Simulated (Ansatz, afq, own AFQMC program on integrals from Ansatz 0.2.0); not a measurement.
Integrals from Ansatz 0.2.0, then the random walk in our own AFQMC program (afq).

```yaml
crystal:
  periodic: [false, false, false]
  atoms:
    - {symbol: Ge, position_ang: [0.000000, 0.015600, 0.375792]}
    - {symbol: O, position_ang: [0.000000, -0.116660, -1.577736]}
    - {symbol: H, position_ang: [0.000000, 0.727502, -2.038533]}
basis:
  gaussian: {orbitals: cc-pVDZ}
magnetization: {spin_polarized: true, initial_magnetization: 1}
correlation: {method: ccsd_t, electrons: outside_noble_gas, hamiltonian_folder: ham}
```

```sh
$ ansatz run in.yaml --threads 1 --pin off --events-out ev --progress --plain --max-ram 1382MiB
```

afq runs on the folder ham with

```
--method phaseless --trial cisd --walkers 60 --populations 1 --least-time 40 --time-step 0.005 --steps-per-block 50 --equilibration-blocks 28 --max-blocks 300 --target-error 0.0004 --factor-cut 1e-05 --start spin_pure --seed 437 --release-times 0.24,0.51,0.99,1.62,2.4 --release-step 0.03 --release-every 4 --taylor-order 6
```

Times are imaginary, in 1/Eh. The walk had a cap of 774 s. Filled inner d shells are frozen with the cores.

Log:

```
orbitals 31  electrons 6 5  factors 230 of 501
reference energy -2150.76235374 Eh
CCSD correlation -0.27039813 Eh in 14 cycles, weight of the determinant in the CISD state 0.8814
energy of the start -2151.032231 Eh
 block  time / (1/Eh)  mean weight  energy / Eh
     1     0.250  0.9998  -2151.030253
     2     0.500  1.0015  -2151.033971
     3     0.750  1.0010  -2151.040425
     4     1.000  1.0007  -2151.038139
     5     1.250  0.9965  -2151.046361
     8     2.000  1.0007  -2151.034619
    17     4.250  1.0018  -2151.042664
    33     8.250  1.0019  -2151.033247
    41    10.250  1.0014  -2151.048564
    65    16.250  1.0016  -2151.035048
    89    22.250  1.0013  -2151.042349
    97    24.250  0.9980  -2151.053712
   113    28.250  0.9989  -2151.037403
   137    34.250  1.0014  -2151.038566
   161    40.250  1.0018  -2151.037649
   185    46.250  1.0039  -2151.041248
   209    52.250  0.9985  -2151.039284
   233    58.250  1.0007  -2151.043206
   257    64.250  1.0001  -2151.038197
   281    70.250  1.0016  -2151.040618
   305    76.250  1.0011  -2151.040748
   321    80.250  0.9941  -2151.049968
blocks merged  error / Eh  count
     1  0.000427  300
     2  0.000511  150
     4  0.000567  75
     8  0.000637  37
    16  0.000757  18
    32  0.000615  9
released: time / (1/Eh)  energy / Eh  error  mean overlap
  0.24  -2151.042987  0.000928  0.9941
  0.51  -2151.042653  0.000699  0.9973
  0.99  -2151.042248  0.000823  0.9871
  1.62  -2151.042374  0.000829  1.0027
  2.40  -2151.043500  0.001142  1.0048
energy -2151.042313 +/- 0.000757 Eh
(rows thinned)
```

The run passed its tests (sampling time, drift between the halves within three errors, error under three times the target), which doesn't prove that it has relaxed.

Against this walk (error 20.6 meV) on the same determinant: CCSD(T) 43.3 meV higher, CCSDT(Q) 10.1 meV lower (within the noise). The error is statistical and leaves out the bias of the constraint. Released to 2.40 1/Eh the energy moves by -32 ± 37 meV (both errors), within twice the noise.

Cautions: constraint bias not in the error; error above the target (20.6 against 10.9 meV); no relativity below Rb; no spin-orbit coupling; inner d shell frozen.

The walk took 3.4 min on 1 thread of Intel(R) Xeon(R) 6975P-C (Granite Rapids) (shared host). The log's last line is the phaseless energy.

CCSDT and higher add their correlation energy to the determinant of the CCSD(T) run, since their own runs factorise the integrals more tightly (a shift of under 2 meV). A walk keeps the symmetry of its determinant, which the program's search chose and which needn't be the lowest solution, so a lower state of the same spin and another symmetry isn't excluded.
